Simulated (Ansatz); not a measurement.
# doublet AlClO+ at 6 levels

Wanted: a comparison of 6 runs (U-revPBE/STO-3G, UBHLYP/STO-3G, RPA@PBE/STO-3G, UBCCD(T)/STO-3G, UCCSDT(Q)/STO-3G, UCCSD/STO-3G) of doublet AlClO+. 

The calculation is run with Ansatz 0.2.0.

66 further runs of the same task are left out: 6 that didn't finish, 60 set aside as unsound or not needed.

**1. Starting point**

The species is AlClO+ (3 atoms), meant as a doublet with charge +1. As SMILES of the parent species, `[O]=[Al][Cl]`. Geometry: a GFN2-xTB relaxation, a rough one for these elements and not checked as a minimum. That shape belongs to the parent species and isn't relaxed for this state.

Bond lengths: O1–Al2 1.566 Å, Al2–Cl3 2.014 Å. Angles: O1–Al2–Cl3 180.0°.

**2. A single-point energy at U-revPBE/STO-3G (run 1)**

run.yaml

```yaml
crystal:
  periodic: [false, false, false]
  atoms:
    - {symbol: O, position_ang: [0.107470, 1.694260, 0.245960]}
    - {symbol: Al, position_ang: [0.009340, 0.147220, 0.021380]}
    - {symbol: Cl, position_ang: [-0.116820, -1.841490, -0.267330]}
basis:
  gaussian:
    orbitals: STO-3G
total_charge: 1
magnetization:
  spin_polarized: true
  initial_magnetization: 1
hamiltonian:
  xc: {name: revPBE}
accuracy: high
```

Run with:

```sh
$ ansatz run run.yaml --threads 1 --pin off --max-ram 2610MiB --events-out events.jsonl --progress --plain --runs-dir runs
```

Standard output:

```text
Warning: RAYON_NUM_THREADS=1 ignored (pool sized by the plan → 1); use --threads N
Functional definition: revPBE
  name "revPBE"
  parameter kappa = 1.245
  parameter beta = 0.06672455060314922
  exchange = pbe_x(kappa = kappa, mu = beta*pi^2/3)
  correlation = pbe_c(beta = beta)
396 factors; integrals over basis functions are off by at most 1.7e-8 eV
mean field evaluation 1: about -20904.7421 eV, gradient 2.7e1 eV
mean field evaluation 2: about -20832.0700 eV, gradient 1.1e2 eV
mean field evaluation 4: about -20909.3719 eV, gradient 1.7e1 eV
mean field evaluation 8: about -20911.6084 eV, gradient 7.5e-2 eV
mean field evaluation 16: about -20911.6085 eV, gradient 3.6e-6 eV
mean field evaluation 32: about -20911.6085 eV, gradient 3.0e-8 eV
mean field evaluation 64: about -20911.6087 eV, gradient 1.2e-2 eV
mean field evaluation 96: about -20911.6085 eV, gradient 1.7e-4 eV
mean field -20911.60849414 eV, -768.4874377623 hartree, gradient 2.3e-8 eV, S^2 0.754508; 4 other end points of the search recorded, 0 dependent functions left out
reference -20911.60849601 eV, -768.4874378309 hartree; 19, 18 occupied and 4, 5 virtual orbitals, 396 factors
Total energy: -20911.60849601 eV, -768.4874378309 hartree
```

Run time: 30 s. Hardware: 1 thread of Arm Neoverse V2, shared host; peak memory 0.13 GiB.

**3. The energy at UBHLYP/STO-3G (run 2)**

run.yaml, as its differences from that of step 2:

```diff
@@ -14,3 +14,3 @@
 hamiltonian:
-  xc: {name: revPBE}
+  xc: {name: BHLYP}
 accuracy: high
```

Run with:

```sh
$ ansatz run run.yaml --threads 1 --pin off --max-ram 2610MiB --events-out events.jsonl --progress --plain --runs-dir runs
```

Standard output:

```text
Warning: RAYON_NUM_THREADS=1 ignored (pool sized by the plan → 1); use --threads N
Functional definition: BHLYP
  name "BHLYP"
  parameter a = 0.5
  exchange = (1 - a)*b88_x + a*exact_x
  correlation = lyp_c
396 factors; integrals over basis functions are off by at most 1.7e-8 eV
mean field evaluation 1: about -20911.6610 eV, gradient 2.1e1 eV
mean field evaluation 2: about -20912.3489 eV, gradient 2.4e1 eV
mean field evaluation 4: about -20916.0399 eV, gradient 6.5e-1 eV
mean field evaluation 8: about -20916.0460 eV, gradient 1.1e-2 eV
mean field evaluation 16: about -20916.0460 eV, gradient 1.0e-5 eV
mean field evaluation 32: about -20916.0460 eV, gradient 1.9e-4 eV
mean field -20916.04599289 eV, -768.6505128337 hartree, gradient 5.0e-8 eV, S^2 0.754497; 1 other end points of the search recorded, 0 dependent functions left out
reference -20916.04600901 eV, -768.6505134258 hartree; 19, 18 occupied and 4, 5 virtual orbitals, 396 factors
Total energy: -20916.04600901 eV, -768.6505134258 hartree
```

Run time: 12 s. Hardware: 1 thread of Arm Neoverse V2, shared host; peak memory 0.14 GiB.

**4. The energy at RPA@PBE/STO-3G (run 3)**

in.yaml

```yaml
crystal:
  periodic: [false, false, false]
  atoms:
    - {symbol: O, position_ang: [0.107470, 1.694260, 0.245960]}
    - {symbol: Al, position_ang: [0.009340, 0.147220, 0.021380]}
    - {symbol: Cl, position_ang: [-0.116820, -1.841490, -0.267330]}
basis:
  gaussian: {orbitals: STO-3G}
magnetization: {spin_polarized: true, initial_magnetization: 1}
accuracy: high
hamiltonian: {xc: pbe}
correlation: {method: rpa, frozen_orbitals: {Al: 5, Cl: 5, O: 1}}
total_charge: 1
```

Run with:

```sh
$ ansatz run in.yaml --threads 1 --pin off --max-ram 2610MiB --events-out events.jsonl --progress --plain --runs-dir runs
```

Standard output, shortened:

```text
Warning: RAYON_NUM_THREADS=1 ignored (pool sized by the plan → 1); use --threads N
Functional definition: PBE
  name "PBE"
[...]
396 factors; integrals over basis functions are off by at most 1.7e-8 eV
[...]
mean field -20904.24195700 eV, -768.2167225155 hartree, gradient 1.2e-9 eV, S^2 0.754429; 4 other end points of the search recorded, 0 dependent functions left out
11 core orbitals not correlated: weight in the atoms' cores, before any rotation towards them, 0.999 or more for the frozen orbitals, at most 0.000 for the correlated occupied ones
reference -20877.61912712 eV, -767.2383515633 hartree; 8, 7 occupied and 4, 5 virtual orbitals, 396 factors
Total energy: -20882.19327024 eV, -767.4064482224 hartree
```

Wall time 49 s (1 thread of Arm Neoverse V2, shared host); peak memory 0.13 GiB.

Runs 4 to 5 aren't shown in full; the table further down has their settings and results.

**5. The energy at UCCSD/STO-3G (run 6)**

job.yaml

```yaml
crystal:
  periodic: [false, false, false]
  atoms:
    - {symbol: O, position_ang: [0.107470, 1.694260, 0.245960]}
    - {symbol: Al, position_ang: [0.009340, 0.147220, 0.021380]}
    - {symbol: Cl, position_ang: [-0.116820, -1.841490, -0.267330]}
basis:
  gaussian:
    orbitals: STO-3G
total_charge: 1
magnetization:
  spin_polarized: true
  initial_magnetization: 1
correlation:
  method: ccsd
  frozen_orbitals: {Al: 5, Cl: 5, O: 1}
accuracy: high
scf:
  omitted_lower_state_checks: [cluster_reference, increment]
```

Run with:

```sh
$ ansatz run job.yaml --threads 1 --pin off --max-ram 2610MiB --events-out events.jsonl --progress --plain --runs-dir runs
```

Standard output:

```text
Warning: RAYON_NUM_THREADS=1 ignored (pool sized by the plan → 1); use --threads N
[... 13 lines left out ...]
11 core orbitals not correlated: weight in the atoms' cores, before any rotation towards them, 0.999 or more for the frozen orbitals, at most 0.000 for the correlated occupied ones
[... 30 lines left out ...]
Total energy: -20880.67840846 eV, -767.3507780787 hartree
Checks for a lower state left out: cluster_reference, increment
```

Run time: 0.56 s. Hardware: 1 thread of Arm Neoverse V2, shared host.

**6. Overview of the runs**

| run | level | frozen core orbitals | energy (Eh) | ⟨S²⟩ | wall time |
| --- | --- | --- | --- | --- | --- |
| 1 | U-revPBE/STO-3G | – | -768.487438 | 0.755 | 30 s |
| 2 | UBHLYP/STO-3G | – | -768.650513 | 0.754 | 12 s |
| 3 | RPA@PBE/STO-3G | 11 | -767.406448 | 0.754 | 49 s |
| 4 | UBCCD(T)/STO-3G | 11 | -767.355885 | 0.758 | 0.68 s |
| 5 | UCCSDT(Q)/STO-3G | 11 | -767.357274 | 0.758 | 2.9 s |
| 6 | UCCSD/STO-3G | 11 | -767.350778 | 0.758 | 0.56 s |

**7. What came out**

```
                                           quantity          value
                                run 6: total energy  -767.35078 Eh
run 6: correlation energy (11 core orbitals frozen)      -61.4 mEh
           run 6: ⟨S²⟩ of the reference determinant          0.758
                               run 6: T1 diagnostic          0.022
```

**Reading.** Totals of different functionals can't be ranked against each other. In runs 1, 2, 3, 4, 5, 6 the basis is minimal, so the values are rough. All runs together took 95 s, the longest 49 s.
